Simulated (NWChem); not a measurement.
All runs are NWChem calculations. System: hydrazine (H₄N₂), charge 0, spin multiplicity 1, at a geometry optimised with B3LYP/def2-SVP. Level: G0W0@PBE/def2-QZVP, RI basis def2-qzvp-rifit.

Job file:

```
start mol
memory heap 200 mb stack 700 mb global 1700 mb
geometry units angstroms nocenter noautoz
  N      0.179310    -0.686455     0.075685
  N     -0.179310     0.686455     0.075685
  H     -0.648234    -1.234971     0.307033
  H      0.510090    -1.012738    -0.836828
  H      0.648234     1.234971     0.307033
  H     -0.510090     1.012738    -0.836828
  symmetry group C2
end
basis spherical
  * library def2-qzvp
end
basis "ri basis" bse spherical
  * library def2-qzvp-rifit
end
dft
  xc xpbe96 cpbe96
  iterations 100
  direct
  tolerances tight
end
task dft energy
gw
  method cdgw
  states alpha occ 4 vir 2
end
task dft gw
```

Output (cleaned and shortened):

```
             Northwest Computational Chemistry Package (NWChem) 7.3.0
             --------------------------------------------------------

                                NWChem Input Module
                                -------------------

 Scaling coordinates for geometry "geometry" by  1.889725989
 (inverse scale =  0.529177249)

 Turning off AUTOSYM since
 SYMMETRY directive was detected!

                             Geometry "geometry" -> ""
                             -------------------------

 Output coordinates in angstroms (scale by  1.889725989 to convert to a.u.)

  No.       Tag          Charge          X              Y              Z
 ---- ---------------- ---------- -------------- -------------- --------------
    1 N                    7.0000     0.17931000    -0.68645500     0.07568500
    2 N                    7.0000    -0.17931000     0.68645500     0.07568500
    3 H                    1.0000    -0.64823400    -1.23497100     0.30703300
    4 H                    1.0000     0.51009000    -1.01273800    -0.83682800
    5 H                    1.0000     0.64823400     1.23497100     0.30703300
    6 H                    1.0000    -0.51009000     1.01273800    -0.83682800

 Effective nuclear repulsion energy (a.u.)      41.5994372581

            Nuclear Dipole moment (a.u.)
            ----------------------------
        X                 Y               Z
 ---------------- ---------------- ----------------
     0.0000000000    -0.0000000000    -0.0000000000

      Symmetry information
      --------------------

 Group name             C2
 Group number              4
 Group order               2
 No. of unique centers     3

      Symmetry unique atoms

     1    3    4


 Summary of "ao basis" -> "" (spherical)
 ------------------------------------------------------------------------------
       Tag                 Description            Shells   Functions and Types
 ---------------- ------------------------------  ------  ---------------------
 *                         def2-qzvp                  on all atoms

 new library libraries.bse/

 Summary of "ri basis" -> "" (spherical)
 ------------------------------------------------------------------------------
       Tag                 Description            Shells   Functions and Types
 ---------------- ------------------------------  ------  ---------------------
 *                      def2-qzvp-rifit               on all atoms

  pbe96 is a nonlocal functional; adding pw91lda local functional.

                                 NWChem DFT Module
                                 -----------------

 Summary of "ao basis" -> "ao basis" (spherical)
 ------------------------------------------------------------------------------
       Tag                 Description            Shells   Functions and Types
 ---------------- ------------------------------  ------  ---------------------
 N                         def2-qzvp                17       57   7s4p3d2f1g
 H                         def2-qzvp                10       30   4s3p2d1f

 Summary of "ao basis" -> "ao basis" (spherical)
 ------------------------------------------------------------------------------
       Tag                 Description            Shells   Functions and Types
 ---------------- ------------------------------  ------  ---------------------
 N                         def2-qzvp                17       57   7s4p3d2f1g
 H                         def2-qzvp                10       30   4s3p2d1f

      Symmetry analysis of basis
      --------------------------

        a         117
        b         117

            General Information
            -------------------
          SCF calculation type: DFT
          Wavefunction type:  closed shell.
          No. of atoms     :     6
          No. of electrons :    18
           Alpha electrons :     9
            Beta electrons :     9
          Charge           :     0
          Spin multiplicity:     1
          Use of symmetry is: on ; symmetry adaption is: on
          Maximum number of iterations: 100
          This is a Direct SCF calculation.
          AO basis - number of functions:   234
                     number of shells:    74
          Convergence on energy requested:  1.00D-06
          Convergence on density requested:  1.00D-05
          Convergence on gradient requested:  5.00D-04

              XC Information
              --------------
          PerdewBurkeErnzerhof Exchange Functional  1.000
            Perdew 1991 LDA Correlation Functional  1.000 local
           PerdewBurkeErnz. Correlation Functional  1.000 non-local

             Grid Information
             ----------------
          Grid used for XC integration:  medium
          Radial quadrature: Mura-Knowles
          Angular quadrature: Lebedev.
          Tag              B.-S. Rad. Rad. Pts. Rad. Cut. Ang. Pts.
          ---              ---------- --------- --------- ---------
          N                   0.65       49           8.0       434
          H                   0.35       45          10.0       434
          Grid pruning is: on
          Number of quadrature shells:   139
          Spatial weights used:  Erf1

          Convergence Information
          -----------------------
          Convergence aids based upon iterative change in
          total energy or number of iterations.
          Levelshifting, if invoked, occurs when the
          HOMO/LUMO gap drops below (HL_TOL):  1.00D-02
          DIIS, if invoked, will attempt to extrapolate
          using up to (NFOCK): 10 stored Fock matrices.

                    Damping( 0%)  Levelshifting(0.5)       DIIS
[...]
          CD Gaussian exp screening on grid/accCDfunc:  20
          XC Gaussian exp screening on grid/accXCfunc:  20
          Schwarz screening/accCoul:  1.00D-08

      Superposition of Atomic Density Guess
      -------------------------------------

 Sum of atomic energies:        -110.62648504

      Non-variational initial energy
      ------------------------------

 Total energy =    -111.558801
 1-e energy   =    -231.290799
 2-e energy   =      78.132560
 HOMO         =      -0.317672
 LUMO         =       0.052541

      Symmetry analysis of molecular orbitals - initial
      -------------------------------------------------

  Numbering of irreducible representations:

     1 a           2 b

  Orbital symmetries:

     1 a           2 b           3 a           4 b           5 a
     6 b           7 a           8 b           9 a          10 a
    11 b          12 a          13 b          14 b          15 a
    16 a          17 b          18 a          19 b

   convergence    iter        energy       DeltaE   RMS-Dens  Diis-err    time
 ---------------- ----- ----------------- --------- --------- ---------  ------
 d= 0,ls=0.0,diis     1   -111.7571452302 -1.53D+02  4.76D-03  1.24D+00     8.9
 d= 0,ls=0.0,diis     2   -111.7744466502 -1.73D-02  3.70D-03  1.53D-01    16.5
 d= 0,ls=0.0,diis     3   -111.7655910307  8.86D-03  1.38D-03  2.49D-01    24.2
 d= 0,ls=0.0,diis     4   -111.7915127488 -2.59D-02  2.13D-04  3.08D-03    32.2
 d= 0,ls=0.0,diis     5   -111.7918257849 -3.13D-04  2.30D-05  6.94D-05    41.7
 d= 0,ls=0.0,diis     6   -111.7918338701 -8.09D-06  3.69D-06  1.22D-06    49.2
 d= 0,ls=0.0,diis     7   -111.7918340100 -1.40D-07  5.88D-07  2.89D-08    56.7

         Total DFT energy =     -111.791834009981
      One electron energy =     -233.433499875345
           Coulomb energy =       95.201100528245
    Exchange-Corr. energy =      -15.158871921025
 Nuclear repulsion energy =       41.599437258144

 Numeric. integr. density =       17.999999353221

     Total iterative time =     55.3s

                  Occupations of the irreducible representations
                  ----------------------------------------------

                     irrep           alpha         beta
                     --------     --------     --------
                     a                 5.0          5.0
                     b                 4.0          4.0

                       DFT Final Molecular Orbital Analysis
                       ------------------------------------

 Vector    7  Occ=2.000000D+00  E=-4.102030D-01  Symmetry=a
              MO Center= -1.2D-14, -8.0D-14,  1.4D-01, r^2= 1.6D+00
   Bfn.  Coefficient  Atom+Function         Bfn.  Coefficient  Atom+Function
  ----- ------------  ---------------      ----- ------------  ---------------
     9      0.180383  1 N  py                66     -0.180383  2 N  py
    12     -0.166428  1 N  py                69      0.166428  2 N  py
   116      0.142312  3 H  s                176      0.142312  5 H  s
   117      0.138641  3 H  s                177      0.138641  5 H  s
    15     -0.124396  1 N  py                72      0.124396  2 N  py

 Vector    8  Occ=2.000000D+00  E=-2.112865D-01  Symmetry=b
              MO Center=  8.1D-14, -1.8D-13,  1.1D-01, r^2= 1.7D+00
   Bfn.  Coefficient  Atom+Function         Bfn.  Coefficient  Atom+Function
  ----- ------------  ---------------      ----- ------------  ---------------
    10      0.183907  1 N  pz                67     -0.183907  2 N  pz
    13     -0.166141  1 N  pz                70      0.166141  2 N  pz
    16     -0.162944  1 N  pz                73      0.162944  2 N  pz
     6     -0.161251  1 N  s                 63      0.161251  2 N  s
    19     -0.142278  1 N  pz                76      0.142278  2 N  pz

 Vector    9  Occ=2.000000D+00  E=-2.096580D-01  Symmetry=a
              MO Center= -7.3D-14,  1.7D-13,  1.6D-01, r^2= 1.6D+00
   Bfn.  Coefficient  Atom+Function         Bfn.  Coefficient  Atom+Function
  ----- ------------  ---------------      ----- ------------  ---------------
     8      0.188466  1 N  px                65     -0.188466  2 N  px
    11     -0.174555  1 N  px                68      0.174555  2 N  px
    14     -0.159697  1 N  px                71      0.159697  2 N  px
    17     -0.153991  1 N  px                74      0.153991  2 N  px
    16     -0.118496  1 N  pz                73     -0.118496  2 N  pz

 Vector   10  Occ=0.000000D+00  E=-5.510921D-03  Symmetry=a
              MO Center=  3.0D-14, -3.2D-13, -8.4D-01, r^2= 5.3D+00
   Bfn.  Coefficient  Atom+Function         Bfn.  Coefficient  Atom+Function
  ----- ------------  ---------------      ----- ------------  ---------------
     7      1.203054  1 N  s                 64      1.203054  2 N  s
   148     -0.850253  4 H  s                208     -0.850253  6 H  s
   117     -0.352483  3 H  s                177     -0.352483  5 H  s
   118     -0.339578  3 H  s                178     -0.339578  5 H  s
    15     -0.186032  1 N  py                72      0.186032  2 N  py

 Vector   11  Occ=0.000000D+00  E= 1.988724D-02  Symmetry=b
              MO Center=  6.7D-14,  4.9D-13, -1.9D-01, r^2= 7.0D+00
   Bfn.  Coefficient  Atom+Function         Bfn.  Coefficient  Atom+Function
  ----- ------------  ---------------      ----- ------------  ---------------
     7      1.238546  1 N  s                 64     -1.238546  2 N  s
   118     -1.008763  3 H  s                178      1.008763  5 H  s
   148     -0.777024  4 H  s                208      0.777024  6 H  s
    15      0.760638  1 N  py                72      0.760638  2 N  py
     6      0.229635  1 N  s                 63     -0.229635  2 N  s

 Vector   12  Occ=0.000000D+00  E= 5.585369D-02  Symmetry=a
              MO Center= -1.0D-13, -1.4D-13, -8.5D-02, r^2= 7.1D+00
   Bfn.  Coefficient  Atom+Function         Bfn.  Coefficient  Atom+Function
  ----- ------------  ---------------      ----- ------------  ---------------
   118      1.592837  3 H  s                178      1.592837  5 H  s
   148     -1.235981  4 H  s                208     -1.235981  6 H  s
    17      0.665307  1 N  px                74     -0.665307  2 N  px
     7     -0.508236  1 N  s                 64     -0.508236  2 N  s
   147      0.507111  4 H  s                207      0.507111  6 H  s

 center of mass
 --------------
 x =   0.00000000 y =   0.00000000 z =   0.06203819

 moments of inertia (a.u.)
 ------------------
          71.656982620105          10.266300327085          -0.000000000000
          10.266300327085          14.281879807612           0.000000000000
          -0.000000000000           0.000000000000          73.601319435728

     Multipole analysis of the density
     ---------------------------------

     L   x y z        total         alpha         beta         nuclear
     -   - - -        -----         -----         ----         -------
     0   0 0 0     -0.000000     -9.000000     -9.000000     18.000000

     1   1 0 0      0.000000      0.000000      0.000000      0.000000
     1   0 1 0      0.000000      0.000000      0.000000     -0.000000
     1   0 0 1     -0.742735     -0.371367     -0.371367     -0.000000

     2   2 0 0    -10.407972     -8.437455     -8.437455      6.466938
     2   1 1 0      1.743890      2.934789      2.934789     -4.125687
     2   1 0 1      0.000000      0.000000      0.000000      0.000000
     2   0 2 0     -8.855791    -25.316247    -25.316247     41.776702
     2   0 1 1      0.000000      0.000000      0.000000      0.000000
     2   0 0 2     -9.990387     -7.975775     -7.975775      5.961163

 Task  times  cpu:       56.8s     wall:       56.8s

                                NWChem Input Module
                                -------------------

                                 NWChem GW Module
                                 ----------------

                             ***********************
                             ***        GW       ***
                             ***********************

 Summary of "ri basis" -> "ri basis" (spherical)
 ------------------------------------------------------------------------------
       Tag                 Description            Shells   Functions and Types
 ---------------- ------------------------------  ------  ---------------------
 N                      def2-qzvp-rifit             33      141   9s8p7d5f3g1h
 H                      def2-qzvp-rifit             16       56   6s4p3d2f1g

                 Memory Information
                 ------------------
          Available GA per process is          1699.6 MBs
          Available stack per process is        700.0 MBs
          Available heap per process is           1.0 MBs

          Peak memory in Initialization
              Peak GA per process is                 12.6 MBs
              Peak stack per process is               0.8 MBs
              Peak heap per process is               12.9 MBs
              Memory not in MA per process            0.0 MBs

          Peak memory in CDGW Calculation
              Peak GA per process is                 16.6 MBs
              Peak stack per process is               3.9 MBs
              Peak heap per process is                4.7 MBs
              Memory not in MA per process            0.0 MBs

          Computing 2-center integrals
          Computing Inverse Cholesky factor
          Computing 3-center integrals
          Computing Vxc

          Computing Sigma_x
          Computing W(iw) on the imaginary grid
          Solving quasiparticle equations

                  Alpha Orbitals
          State     Energy (eV)     Error (eV)
          -----------------------------------
@GW         6        -16.327           0.004
@GW         7        -15.607           0.003
@GW         8         -9.764           0.003
@GW         9         -9.688           0.003
@GW        10          2.192           0.002
@GW        11          2.858           0.005

     GW Timing Statistics
   ------------------------
   Init.   :          0.1s
     ERIs  :          3.4s
     Distr.:          0.0s
     Vxc   :          0.4s
   Vmo     :          0.0s
   iW      :          4.3s
   I_n     :          0.0s
   R_n     :          0.7s
   GW total:          9.0s

 Task  times  cpu:        9.0s     wall:        9.0s

 Total times  cpu:       65.8s     wall:       65.8s
```
